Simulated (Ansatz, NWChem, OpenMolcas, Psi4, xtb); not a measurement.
Group exchange: CH3Cl + HNO2 → CH4O + NClO

Species: CH3Cl (chloromethane) `CCl`, singlet; HNO2 (nitrous acid) `O=NO`, singlet; CH4O (methanol) `CO`, singlet; NClO (nitrosyl chloride) `O=NCl`, singlet. The partners trade Cl for OH: C–Cl and N–OH bonds give way to C–OH and N–Cl.

Shapes, held fixed at every level: PBE0-D4/def2-TZVP. Flexible molecules stand in one conformer, not always the lowest. Programs: Ansatz 0.2.0, NWChem 7.3.0, OpenMolcas 26.06, Psi4 1.11, xtb 6.7.1. A level may come from different programs for different species; with the same settings they agree closely. Electronic energies: no zero-point or thermal term.

```tsv
level	kind	ΔE (kJ/mol)
GFN2-xTB	semi-empirical	-9.0
HF/STO-3G	Hartree–Fock	+57.0
M06-2X/STO-3G	global hybrid	+36.6
wB97M-V/STO-3G	range-separated hybrid	+43.3
CASPT2(2,2)/STO-3G	multireference	+21.0
SC-NEVPT2(2,2)/STO-3G	multireference	+42.2
ACPF/STO-3G	coupled cluster or CI	+25.0
B3LYP/6-31G* (spherical functions)	global hybrid	+9.9
```

B3LYP/6-31G* (spherical functions) gives ΔE = +9.9 kJ/mol; the levels span -9.0 to +57.0. They disagree on the sign: 7 of 8 are positive. The median of the levels is +30.8. No measured value is set beside it here. B3LYP/6-31G* (spherical functions) lies outside the range of all other levels here, so it shouldn't be taken on trust. Rows in sets without polarisation functions are far from converged.
